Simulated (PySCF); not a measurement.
**Curvature of the energy in the electron number along group 14**

Calculated with PySCF 2.14, in def2-SVP, non-relativistic, def2-SVP with the def2 core potential (28 electrons), ECP, def2-SVP with the def2 core potential (60 electrons), ECP: one orbital is emptied in steps, and each cell gives the departure of E from the straight line at half an electron, in eV (from a cubic fit). The exact functional gives zero.

```json
{"species": "C", "orbital": "2p alpha", "LDA": "-1.47", "PBE": "-1.43", "r2SCAN": "-1.29", "PBE0": "-1.00", "BHandHLYP": "-0.60", "LC-wPBE": "-0.28", "wB97X": "-0.33", "UHF": "0.25"}
{"species": "Si", "orbital": "3p alpha", "LDA": "-0.96", "PBE": "-0.93", "r2SCAN": "-0.85", "PBE0": "-0.67", "BHandHLYP": "-0.42", "LC-wPBE": "-0.03", "wB97X": "-0.09", "UHF": "0.12"}
{"species": "Ge", "orbital": "4p alpha", "LDA": "-0.94", "PBE": "-0.91", "r2SCAN": "-0.84", "PBE0": "-0.65", "BHandHLYP": "-0.42", "LC-wPBE": "-0.03", "wB97X": "-0.10", "UHF": "0.11"}
{"species": "Sn", "orbital": "5p alpha", "LDA": "-0.84", "PBE": "-0.81", "r2SCAN": "-0.75", "PBE0": "-0.58", "BHandHLYP": "-0.38", "LC-wPBE": "0.01", "wB97X": "-0.07", "UHF": "0.09"}
{"species": "Pb", "orbital": "6p alpha", "LDA": "-0.81", "PBE": "-0.79", "r2SCAN": "-0.72", "PBE0": "-0.56", "BHandHLYP": "-0.38", "LC-wPBE": "0.01", "wB97X": "-0.07", "UHF": "0.08"}
```

Problem. How does the mean departure depend on the functional?

Solution. LDA -1.00 eV; PBE -0.97 eV; r2SCAN -0.89 eV; PBE0 -0.69 eV; BHandHLYP -0.44 eV; LC-wPBE -0.06 eV; wB97X -0.13 eV; UHF 0.13 eV. Semilocal functionals are convex (delocalisation error), Hartree-Fock is concave or straight, and exact exchange removes curvature roughly in proportion to its share, so among the functionals the range-separated hybrids usually come closest to zero.

No spin-orbit coupling is included.
